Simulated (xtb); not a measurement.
fluoromethane (CH₃F), SMILES CF. All values are semi-empirical tight-binding results from xtb (GFN2-xTB unless named), good for trends rather than for accurate numbers. Geometry optimised at GFN2-xTB.

Computed properties:
The point group as xtb finds it is C3v, the orbital gap is 14.30 eV and the dipole moment is 2.26 D. The zero-point energy comes out as 23.8 kcal/mol. The G − E(el) at 298.15 K (modified RRHO) is 10.3 kcal/mol, the static polarisability (D4 model) comes out as 17.6 bohr³ and the solvation energy, GFN2-xTB/ALPB(water) is -2.2 kcal/mol. The solvation energy, GFN2-xTB/ALPB(hexane) comes out as -1.1 kcal/mol.

Give the IR lines (harmonic; lines under 4 % of the strongest left out, lines within 3 cm⁻¹ merged). (The exact figures need the calculation; the answer reports its results.)

ν (cm⁻¹): 1060 (vs), 1133 (w), 1448 (w), 2999 (m), 3005 (s) (against the strongest line: vs over 80 %, s over 45 %, m over 15 %, w over 4 %, vw less)
